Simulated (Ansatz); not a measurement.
We consider antiferromagnetic (type II) rock-salt MnS, described by PBE (Ansatz, a first-principles code, plane waves, PAW).

Numerical settings: plane-wave cutoff 520 eV, 12×12×12 k mesh, spin-polarised with opposed moments, scalar-relativistic PAW data made under PBE.

Computed at the level's own relaxed cell.

Hill averages of the elastic tensor: K = 77.1 GPa, G = 41.1 GPa. Volume 16.892 Å³/atom, mean atomic mass 43.502 u.

**Question.** Work out the density, the sound velocities of a polycrystal and the elastic Debye temperature at this level.

**Answer.** ρ = 1.66054 × 43.502/16.892 = 4.276 g/cm³. v_l = √[(K + 4G/3)/ρ] = 5.554 km/s and v_t = √(G/ρ) = 3.100 km/s. The mean follows from 3/v_m³ = 1/v_l³ + 2/v_t³: v_m = 3.451 km/s. Θ_D = (ħ/k_B) v_m (6π²/V)^(1/3) = 76.38 K Å s/km × 3.451 × 1.5191 Å⁻¹ = 400 K, counting all atoms of the cell.
